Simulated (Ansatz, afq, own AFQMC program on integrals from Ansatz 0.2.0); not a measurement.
**Atomization energy of GaBPH, singlet**

```yaml
atoms:
  - { symbol: B, position_ang: [0.0112, -1.1691, 2.2601] }
  - { symbol: P, position_ang: [0.0681, 0.5223, 1.4019] }
  - { symbol: Ga, position_ang: [-0.0124, -0.0561, -0.9943] }
  - { symbol: H, position_ang: [-1.3572, 0.3666, 1.4585] }
```

Connectivity, by distances: B–PH–Ga.

Atoms in their ground-state spins without spin–orbit coupling (mostly on UHF) minus the molecule (RHF), without zero-point energy. The geometry is a stationary point, not shown to be a minimum.

Basis cc-pVDZ. Only valence electrons are correlated. Integrals, coupled cluster, full CI and functionals: Ansatz 0.2.0; the random walks run on the same integrals in our own AFQMC program. The CISD trial takes its coefficients from CCSD amplitudes. Released means that phaseless walkers are propagated on without the constraint, phases kept. ± is one standard error of the sampling. No spin–orbit coupling. The errors of all members are added in quadrature.

No full CI on the walks' own integrals is used here; CCSDT(Q) serves as the reference and is uncertain by about the last step of the cluster series. Each member takes its own surest rung, up to full CI.

The best estimate is CCSD(T) at the basis-set limit (CBS: def2-TZVPP and def2-QZVPP, with their diffuse functions for anions and beside diffuse sets, MP2 extrapolated, CCSD(T) minus MP2 from TZVPP) plus the step from CCSD(T) to CCSDT(Q) in cc-pVDZ. Rows without CBS are in cc-pVDZ; B2PLYP and the wave-function rows carry a basis error of their own. Core correlation and relativity beyond core potentials are missing, and ± holds the sampling alone.

Cautions: inner d shell frozen; no relativity below Rb; no spin-orbit coupling; GaBPH (singlet): higher spins were not checked, restricted determinant unstable towards unrestricted (UHF 109 meV lower, ⟨S²⟩ 0.41), raised T1 diagnostic (T1 0.026, weight of the determinant 0.80, largest double 0.07).

Best estimate: 205.5 kcal/mol.

```csv
level,atomization energy (kcal/mol),error against the best estimate (kcal/mol)
HF,116.8,-88.7
MP2,176.6,-28.9
CCSD,170.9,-34.6
CCSD(T),176.9,-28.6
ph-AFQMC/CISD,177.5 ± 0.5,-28.0 ± 0.5
released AFQMC,178.3 ± 0.7,-27.2 ± 0.7
HF/CBS,122.4,-83.1
MP2/CBS,203.5,-2.0
CCSD(T)/CBS,204.4,-1.0
surest rungs in cc-pVDZ,177.9,-27.6
```

Correlation beyond CCSD(T) adds 1.0 kcal/mol. Going to the basis-set limit adds 27.6 kcal/mol at CCSD(T). The perturbative (T) step is worth +6.0 kcal/mol.

Best estimates are given only where the step beyond CCSD(T) is under 0.3 eV and no member's determinant is very poor (T1 over 0.05, or 0.07 for open shells, ⟨S²⟩ too high by 0.3, two states mixed), so the hardest cases are missing from such tables.

Each member of a difference takes its own highest rung, so a best estimate needn't equal the limit plus the step of one row. Released energies are given only where the last usable release times agree within the noise; a slower fall can still hide under it.
